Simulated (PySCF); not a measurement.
# C₄H₄NP: electronic excitations and core binding energies

Aim: predict the electronic excitations and core binding energies of C₄H₄NP (`N#CCCC#P`).

Programs: PySCF 2.14.0, with density-fitted response routines of our own. Each step states its level of theory. These are calculated values for one molecule in the gas phase, unless marked as measured. Atoms are numbered from 0 throughout.

## 1. Starting geometry

10 atoms, charge 0, multiplicity 1; geometry from: GFN2-xTB.

Bonds of the start (Å): N0–C1 1.14, C1–C2 1.44, C2–C3 1.54, C3–C4 1.44, C4–P5 1.55, C2–H6 1.09, C2–H7 1.09, C3–H8 1.10, C3–H9 1.10.

## 2. Ultraviolet spectrum: CAM-B3LYP/def2-SVPD

The job: settings as JSON, then the geometry in Å.

```
{"job": {"kind": "uv", "xc": "CAM-B3LYP", "basis": "def2-SVPD", "nstates": 8, "ntriplets": 3}, "charge": 0, "multiplicity": 1}
N     -2.947719    -0.312893    -0.177717
C     -1.879827     0.093900    -0.163419
C     -0.521876     0.570638    -0.138008
C      0.452160    -0.595267     0.133047
C      1.816545    -0.125544     0.158270
P      3.266149     0.427332     0.175568
H     -0.291180     1.036297    -1.100629
H     -0.426967     1.328228     0.645291
H      0.204223    -1.062457     1.093342
H      0.337376    -1.355580    -0.648273
```

With the program's defaults for keys left out, this is: TDDFT CAM-B3LYP/def2-SVPD, vertical, gas phase, core orbitals frozen in the response.

The run is started by

```sh
> OMP_NUM_THREADS=1 python probes_run.py task.json out
```

This one command runs all jobs of the session in turn.

**Question.** This job is followed by: delta-SCF UKS SCAN, pcX-2 on the ionised atom, pcseg-1 elsewhere, spin-free X2C. What will the session give for the following? lowest singlet (CAM-B3LYP/def2-SVPD); brightest single state of those computed; lowest triplet; C1s binding energies, SCAN/pcX-2 (standing for 3 of 4 atoms); N1s binding energies, SCAN/pcX-2; P1s binding energies, SCAN/pcX-2; P2p binding energies, SCAN/pcX-2.

The runs gave:

```
                                                    quantity                               value
                        lowest singlet (CAM-B3LYP/def2-SVPD)         4.27 eV (291 nm), f = 0.000
                    brightest single state of those computed         state 8, 7.48 eV, f = 1.029
                                              lowest triplet                             3.30 eV
C1s binding energies, SCAN/pcX-2 (standing for 3 of 4 atoms)  C2 292.55, C1 292.40, C3 292.18 eV
                            N1s binding energies, SCAN/pcX-2                        N0 405.18 eV
                            P1s binding energies, SCAN/pcX-2                       P5 2150.22 eV
                            P2p binding energies, SCAN/pcX-2                        P5 137.01 eV
```

In words: The first singlet state (HOMO→LUMO 0.68, HOMO−1→LUMO+1 0.30) lies at 4.27 eV and is dark; of the 8 states computed, the strongest absorption comes from state 8 at 7.48 eV (the last computed, so partners may be missing). The lowest triplet lies 0.97 eV below the lowest singlet (triplets in Tamm-Dancoff, singlets in full TDDFT). The C1s levels kept as sound span 0.38 eV, from C3 (sp3 CH2) up to C2 (sp3 CH2 α to a nitrile). Only 3 of the 4 C atoms are covered by sound results.
